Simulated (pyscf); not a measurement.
PySCF, gas phase, ωB97X-D3(BJ)/def2-SVP geometries.

Problem. For the elementary gas-phase step HSe–SeH + gallane (GaH₃) → H₂Ga–Se–SeH + hydrogen (H₂) (singlet surface; H–Se, Ga–H broken, Ga–Se, H–H formed), what barrier and reaction energy does B3LYP-D3(BJ)/def2-TZVP give, measured from the separated reactants?…

Solution. ΔE‡ = 3.3 kcal/mol, ΔE = -23.6 kcal/mol. ωB97M-D3(BJ)/def2-TZVP gives 6.8 kcal/mol and -22.0 kcal/mol. Zero-point energy shifts the barrier by +0.8 kcal/mol. It is a four-centre exchange, with an imaginary mode of 1168i cm⁻¹. On the reactant side the descent ends in an adduct with a Ga–Se contact, 16.7 kcal/mol under the separated species and 18.0 kcal/mol under the saddle at ωB97X-D3(BJ)/def2-TZVP. What is counted as formed (Ga–Se) is already present as a longer contact in the reactant adduct; forming that adduct is a step of its own. At ωB97X-D3(BJ)/def2-TZVP the barrier from the zero used here is 1.3 kcal/mol. H₂Ga–Se–SeH is closed by a dative Ga–Se contact. H₂Ga–Se–SeH lies 24.7 kcal/mol over its isomer HSe–GaH–SeH (electronic energy, ωB97M-D3(BJ)/def2-TZVP). This is the saddle that the search found; another between the same sides may lie lower. Elements up to Kr have no core potential and no relativistic terms here.
